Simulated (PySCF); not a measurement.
**Bond curve of MgP⁺**

Set-up: PySCF, no relativity, basis sets Mg cc-pVDZ, P cc-pV(D+d)Z. Energies in eV from Mg⁺ + P in their ground configurations at the same level. All curves are PBE0. state 1: ³Σ⁻ (triplet), unpaired electrons π ↑↑; state 2: Ms = 0 determinant of mixed spin (⟨S²⟩ near 1.0), unpaired electrons π ↑↓, a mixture of terms (⟨Lz²⟩ = 2.0), a second solution, started from another occupation; state 3: ⁵Σ⁻ (quintet), unpaired electrons σ ↑↑, π ↑↑, a second solution, started from another occupation; state 4: singlet, one real π or δ orbital doubly filled, a mixture of terms (⟨Lz²⟩ = 2.0), a second solution, started from another occupation.

| R (Å) | state 1 | state 2 | state 3 | state 4 |
| --- | --- | --- | --- | --- |
| 2.122 | -0.902 | -0.550 | 1.3783 | 0.5794 |
| 2.220 | -1.220 | -0.865 | 0.8966 | 0.2654 |
| 2.319 | -1.392 | -1.030 | 0.5509 | 0.1060 |
| 2.393 | -1.451 | -1.082 | 0.3581 | 0.0613 |
| 2.467 | -1.465 | -1.088 | 0.2089 | 0.0644 |
| 2.541 | -1.447 | -1.059 | 0.0938 | 0.1039 |
| 2.640 | -1.386 | -0.981 | -0.0188 | 0.1975 |
| 2.763 | -1.276 | -0.842 | -0.1115 | 0.3571 |
| 2.911 | -1.123 | -0.641 | -0.1750 | 0.5818 |
| 3.108 | -0.920 | -0.353 | -0.2092 | 0.8967 |

Q: Put a parabola through the three lowest points of the state 1 curve and estimate Re, k and ωe (reduced mass 13.52 u; 1 eV/Å² = 0.16022 mdyn/Å; ωe = 1302.8·√(k/μ) cm⁻¹).

A: Through R = 2.393, 2.467, 2.541 Å the second-order coefficient is 2.92 eV/Å², so Re ≈ 2.462 Å, k ≈ 0.936 mdyn/Å and ωe ≈ 343 cm⁻¹. A polynomial fit of higher order to the unrounded PBE0 energies gives Re = 2.459 Å, k = 0.992 mdyn/Å, ωe = 353 cm⁻¹; anharmonicity and rounding make the difference.

The higher-order fit for each curve: state 1: Re = 2.459 Å, ωe = 353 cm⁻¹, De = 1.47 eV; state 2: Re = 2.441 Å, ωe = 376 cm⁻¹, minimum 1.09 eV below the ground-state fragments; state 3: Re = 3.214 Å, ωe = 107 cm⁻¹, minimum 0.213 eV below the ground-state fragments; state 4: Re = 2.424 Å, ωe = 396 cm⁻¹, minimum 0.057 eV above the ground-state fragments.

⟨S²⟩ of the unrestricted solution departs from its pure value on part of the curve, where spin states mix. For an ion De counts to the pair picked by the measured ionisation energies or electron affinities, which need not be the lowest pair at this level. The state is the lowest determinant that a PBE0 search found; another state may lie lower at other levels.
